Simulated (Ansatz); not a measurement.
## [CH₃···H···OH], doublet: transfer scan

Starting geometry:

```xyz
7

C    -1.3878    0.0287    0.0000
H    -1.7510    1.0560    0.0000
H    -1.7510   -0.4850    0.8897
H    -1.7510   -0.4850   -0.8897
H    -0.2982    0.0287    0.0000
O     1.2942    0.0287    0.0000
H     1.5460   -0.9113    0.0000
```

From there H5 is moved from one fragment to the other while all else, the fragments' distance too, stays fixed, so the hump isn't the reaction's barrier; atoms are numbered as listed. Energies are in kcal/mol, counted from the starting geometry at the same level. Kohn–Sham curves are unrestricted where that lies lower.

Basis cc-pVDZ; Ansatz 0.2.0. Only valence electrons are correlated (noble-gas cores frozen). R marks a restricted (for open shells ROHF) determinant, U an unrestricted one.

In so small a basis the reference is far from its limit while semilocal and hybrid functionals are nearer theirs (RPA and double hybrids share much of the reference's basis error), so the functionals' errors here hold much of the reference's basis and frozen-core error, which can add to them or hide them.

Full CI isn't at hand for all of this; UCCSDT(Q) serves as the reference, and is uncertain by about the last step of the cluster series.

| distance C1-H5 (Å) | UCCSDT(Q) | PBE | r2SCAN | PBE0 | B3LYP | wB97X-V | wB97M-V | B2PLYP | RPA-PBE |
| --- | --- | --- | --- | --- | --- | --- | --- | --- | --- |
| 1.090 | 0.0 | 0.0 | 0.0 | 0.0 | 0.0 | 0.0 | 0.0 | 0.0 | 0.0 |
| 1.176 | 1.8 | -1.1 | 0.1 | 0.6 | 0.4 | 1.1 | 1.3 | 1.3 | 1.0 |
| 1.348 | 9.1 | 1.1 | 4.0 | 5.6 | 5.1 | 7.1 | 7.3 | 7.3 | 6.7 |
| 1.520 | 5.6 | -0.8 | 1.3 | 3.2 | 3.1 | 4.6 | 4.5 | 4.2 | 5.4 |
| 1.692 | -3.4 | -3.9 | -4.3 | -3.1 | -2.4 | -2.3 | -3.0 | -3.3 | -0.5 |
